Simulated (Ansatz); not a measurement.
Results of r²SCAN (Ansatz, a quantum-chemistry and plane-wave program, plane waves, PAW) for zinc-blende MgS (metastable phase).

Numerical settings: plane-wave cutoff 560 eV, 10×10×10 k mesh, Fermi–Dirac smearing 0.01 eV, scalar-relativistic PAW data made under PBE.

Pressure at four volumes; x = ln(V/22.687 Å³). One pressure is withheld.

```csv
V (Å³/atom),x,P (GPa)
21.326,-0.0619,4.20
22.687,0.0000,0.01
23.595,0.0392,-2.17
24.048,0.0583,?
```

Q: Pass a parabola P(x) through the three rows shown, estimate the bulk modulus and its pressure derivative near zero pressure, and predict the withheld pressure.

A: Slopes between the rows: (0.01 − (4.20))/(0.0000 − (-0.0619)) = -67.69 and (-2.17 − (0.01))/(0.0392 − (0.0000)) = -55.61 GPa. Their difference over the span 0.1011 is c = 12.08/0.1011 = 119.5 GPa, so P(x) = 4.20 + (-67.69)(x − (-0.0619)) + 119.5 (x − (-0.0619))(x − (0.0000)). At the middle row B = −dP/dx = −[-67.69 + 119.5 × 0.0619] = 60.3 GPa, and B′ = dB/dP = 2c/B = 4.0. At x = 0.0583 the parabola gives -3.10 GPa; the run gives -3.10 GPa. The Birch–Murnaghan fit to the energies at all volumes has B0 = 59.9 GPa and B′ = 4.0.
